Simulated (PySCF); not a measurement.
Compound: ethynethiol, C₂H₂S.
InChI=1S/C2H2S/c1-2-3/h1,3H

All values: wB97X-D/def2-SVPD (PySCF, non-relativistic), on one gas-phase PBE0-D3(BJ)/def2-SVP geometry that isn't relaxed in the solvent. The solvent is an IEF-PCM continuum (van der Waals radii × 1.2), and excitations are vertical TDDFT with non-equilibrium linear response and a frozen core. The model holds no explicit solvent molecules, cavitation or dispersion.

Gas-phase singlets (H = HOMO, L = LUMO):

| state | E (eV) | λ (nm) | f | leading configurations |
| --- | --- | --- | --- | --- |
| S1 | 4.987 | 249 | 0.000 | H→L 82%, H→L+1 11% |
| S2 | 6.189 | 200 | 0.006 | H→L+1 44%, H→L+2 26%, H→L 14% |
| S3 | 6.244 | 199 | 0.010 | H→L+3 48%, H-1→L 33% |
| S4 | 6.431 | 193 | 0.003 | H→L+1 36%, H→L+2 29%, H→L+4 16% |
| S5 | 7.054 | 176 | 0.000 | H-1→L+3 84%, H-1→L+6 11% |

**Question.** Give the list for chloroform (ε = 4.711), n² = 2.09.

**Answer.** 
```json
{"state": "S1", "E (eV)": "5.093", "λ (nm)": "243", "f": "0.000", "leading configurations": "H→L 83%, H→L+1 11%", "change by rank (eV)": "+0.106"}
{"state": "S2", "E (eV)": "6.249", "λ (nm)": "198", "f": "0.007", "leading configurations": "H→L+1 57%, H→L+2 16%, H→L 14%", "change by rank (eV)": "+0.060"}
{"state": "S3", "E (eV)": "6.269", "λ (nm)": "198", "f": "0.022", "leading configurations": "H→L+3 51%, H-1→L 31%", "change by rank (eV)": "+0.025"}
{"state": "S4", "E (eV)": "6.529", "λ (nm)": "190", "f": "0.003", "leading configurations": "H→L+2 38%, H→L+1 25%, H→L+5 16%", "change by rank (eV)": "+0.098"}
{"state": "S5", "E (eV)": "7.062", "λ (nm)": "176", "f": "0.000", "leading configurations": "H-1→L+3 83%, H-1→L+6 13%", "change by rank (eV)": "+0.008"}
```

**Question.** The ground-state energy changes by -0.119 eV from gas to chloroform. By how much does the total energy of gas-phase S1 change?

**Answer.** E(S1) = E(S0) + excitation energy, so it changes by -0.119 + 0.106 = -0.013 eV: it is lowered less than the ground state, which is what a blue shift means. This is the vertical state, with the slow part of the continuum still set for S0.

**Question.** How do the frontier levels move from gas to chloroform?

**Answer.** 
| orbital | gas (eV) | solvent (eV) | change (eV) |
| --- | --- | --- | --- |
| LUMO+2 | 2.35 | 2.40 | +0.05 |
| LUMO+1 | 1.94 | 2.02 | +0.08 |
| LUMO | 1.38 | 1.53 | +0.15 |
| HOMO | -8.83 | -8.84 | -0.01 |
| HOMO-1 | -10.19 | -10.20 | -0.01 |
| HOMO-2 | -11.89 | -11.92 | -0.03 |
| HOMO-3 | -13.37 | -13.32 | +0.05 |

The HOMO–LUMO gap goes from 10.21 to 10.38 eV.

Hardware: one thread, Arm Neoverse V1 (aarch64), no GPU (shared host). Cost: 2.3 s of wall time, 0.37 GiB resident at most. This is the whole response run at wB97X-D/def2-SVPD in chloroform, SCF included.

wB97X-D is run here without its empirical dispersion term; that term would change no orbital, density or response property at a fixed geometry.
